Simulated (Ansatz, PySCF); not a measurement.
System: difluoromethane, CH$_{2}$F$_{2}$ (charge 0, singlet). 
Structure (B3LYP-D3(BJ)/def2-TZVP (Ansatz, a quantum-chemistry and plane-wave program) minimum search):
```xyz
5

C      0.0044     0.0053     0.5043
F     -0.0170     1.1024    -0.3021
F      0.0119    -1.1085    -0.2792
H     -0.9025    -0.0002     1.1113
H      0.9218     0.0234     1.0951
```

Dipole moments at this geometry, in debye (magnitudes).

```tsv
level	program	dipole (D)
BLYP/def2-TZVPD	Ansatz	1.85
revPBE/def2-TZVPD	Ansatz	1.79
PBE0/def2-TZVPD	PySCF	1.94
M06-2X/def2-TZVPD	PySCF	2.02
wB97X-V/def2-TZVPD	Ansatz	1.98
CCSD(T)/aug-cc-pVDZ	Ansatz	___
```

### Question
Some entries are withheld; supply them.

### Answer

- CCSD(T)/aug-cc-pVDZ, dipole (D): 1.98

Measured: 1.97 D (NIST CCCBDB, as tabulated in the package chemicals), a vibrational average. This is an older compilation, not checked against later work.
